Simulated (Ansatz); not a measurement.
We consider anatase TiO2 (metastable phase), described by PBE (PAW; Ansatz, an electronic-structure program).

Settings: plane-wave cutoff 520 eV, 10×10×10 k mesh, no spin polarisation, scalar-relativistic PAW data made under PBE.

Cell (measured lattice):

```
TiO2
1.0
   -1.89210     1.89210     4.75730
    1.89210    -1.89210     4.75730
    1.89210     1.89210    -4.75730
Ti O
2 4
Cartesian
  0.00000   0.00000   0.00000
  0.00000   1.89210   2.37865
  0.00000   0.00000   7.52792
  0.00000   1.89210   0.39197
  0.00000   1.89210   4.36533
  0.00000   0.00000   1.98668
```

Give the computed Poisson ratio, elastic constant C66, elastic constant C12, Voigt–Reuss–Hill bulk modulus, elastic constant C11, elastic constant C13, elastic constant C33 and elastic constant C44.


* **Poisson ratio**: 0.367
* **elastic constant C66**: 60.5 GPa
* **elastic constant C12**: 162 GPa
* **Voigt–Reuss–Hill bulk modulus**: 196 GPa
* **elastic constant C11**: 365 GPa
* **elastic constant C13**: 154 GPa
* **elastic constant C33**: 195 GPa
* **elastic constant C44**: 44.9 GPa

Note: the cell isn't this level's own, so it is under some stress, which shifts stiffness and frequencies.

Elastic constants are with the ions relaxed.

Computed values are for the static lattice.

Computing time: roughly 21 core-minutes.
